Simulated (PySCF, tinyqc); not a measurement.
Starting guesses with DIIS over 6 matrices: SCF starting guesses in the sto-3g basis, for CH2, spin multiplicity 1. Computed by the program tinyqc with PySCF. RHF with one setting changed at a time; a run stops when the energy changes by less than 1e-09 hartree and the error matrix is below 1e-5. Starts: the lowest orbitals of the core Hamiltonian, of the Wolfsberg-Helmholz matrix (K = 1.75), projected atomic densities, random orbitals, and the highest orbitals of the core Hamiltonian (a deliberately bad start).

Geometry (angstrom):
```
atom       x        y       z
C     0.0000   0.0000  0.0000
H     0.0000   0.9960  0.7690
H     0.0000  -0.9960  0.7690
```

lowest restricted solution found by these runs and by PySCF = -38.348594 hartree

Largest element of the error matrix X^T (FDS - SDF) X:
```
iteration     core  Wolfsberg-Helmholz  atomic densities   random  highest core orbitals
1          5.1e-01             3.6e-01           6.2e-01  8.3e+00                2.6e-01
2          1.2e-01             7.6e-02           6.1e-02  5.5e-01                4.1e-01
3          4.0e-02             2.9e-02           1.8e-02  1.7e-01                3.7e-01
4          6.4e-03             3.9e-03           7.5e-03  9.7e-02                3.1e-01
5          1.3e-03             8.7e-04           5.8e-04  6.8e-02                3.5e-01
6          1.3e-04             1.3e-05           5.9e-05  3.6e-02                3.6e-01
8          2.9e-07                   -           8.8e-09  3.3e-03                1.8e-01
10               -                   -                 -  2.2e-04                2.9e-02
```

How each run ends:
```
run                    iterations  E (hartree)         state
core                            8   -38.141293        higher
Wolfsberg-Helmholz              7   -38.348594  lowest found
atomic densities                8   -38.348594  lowest found
random                         13   -38.348594  lowest found
highest core orbitals          13   -38.348594  lowest found
```

What does the comparison show, and why?

4 of 5 runs reach the lowest restricted solution found, in 7 to 13 iterations (fastest: Wolfsberg-Helmholz). Ending on a higher stationary point: core; a small error matrix cannot reveal that, and an occupation fixed by the start is kept by symmetry or by the shape of the basin. The first errors are 5e-01, 4e-01, 6e-01, 8e+00, 3e-01; the deliberately bad start has the smallest one, so a small first error does not mark a good start. The restricted reference is unstable here: a spin-polarised solution lies 0.0223 hartree lower (PySCF), so results built on it describe a poor reference.
